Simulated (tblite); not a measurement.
Compound: C₃H₂ClNO.
SMILES with atom numbers: `[Cl:1][c:2]1[cH:3][o:4][cH:5][n:6]1` (hydrogens: H7 on C3; H8 on C5)

All values are computed: GFN2-xTB (tblite) harmonic vibrations without scaling, gas phase. The method is semi-empirical: single wavenumbers can be off by several per cent or more.

Harmonic wavenumbers (cm⁻¹): 251.8, 281.3, 471.3, 616.1, 665.4, 730.7, 808.3, 899.6, 967.6, 1036.6, 1118.6, 1156.4, 1191.8, 1294.7, 1456.2, 1533.1, 3188.9, 3208.0.

A = 9970, B = 2130, C = 1755 MHz; mass 102.982 u (most abundant isotopes); point group Cs, symmetry number 1.

**Question.** What is the zero-point energy?

**Answer.** Half the sum of the wavenumbers: 10438 cm⁻¹ = 124.87 kJ/mol.

**Question.** Entropy at 273.15 K, 1 bar (ideal gas, RRHO, classical rotation)?

**Answer.** Translation 164.84, rotation 110.03, vibration 20.50: S = 295.4 J/(mol K).

**Question.** And Cp and H(273.15 K) − H(0)?

**Answer.** Cp = 71.39 J/(mol K), of which vibrations give 38.13 (their classical limit is 18 R = 149.7); H(273.15 K) − H(0) = 12.90 kJ/mol without the zero-point energy, 3.81 from vibrations.

**Question.** Which modes carry the vibrational entropy at 273.15 K?

**Answer.** 251.8 cm⁻¹: 6.55; 281.3 cm⁻¹: 5.77; 471.3 cm⁻¹: 2.61; 616.1 cm⁻¹: 1.42; 665.4 cm⁻¹: 1.16; 730.7 cm⁻¹: 0.88 J/(mol K); the other 12 give 2.12 together.

**Question.** How do the functions run with temperature in this model?

**Answer.** 
```csv
T (K),S (J/(mol K)),Cp (J/(mol K)),H − H(0) (kJ/mol),G − H(0) (kJ/mol),ln q(vib)
150,260.8,47.3,5.64,-33.48,0.18
250,289.3,66.6,11.30,-61.02,0.65
298.15,301.8,76.6,14.75,-75.25,0.95
400,327.2,96.2,23.57,-107.30,1.68
600,371.8,123.7,45.79,-177.31,3.34
900,426.7,146.0,86.63,-297.42,5.92
```

q(vib) and H(0) count from the zero-point level.

**Question.** What must be added to the electronic energy to get the Gibbs energy at 273.15 K and 1 bar?

**Answer.** ZPE + [H(273.15 K) − H(0)] − T·S = 124.87 + 12.90 − 80.68 = 57.09 kJ/mol.

Hindered rotation and anharmonicity are outside this model.
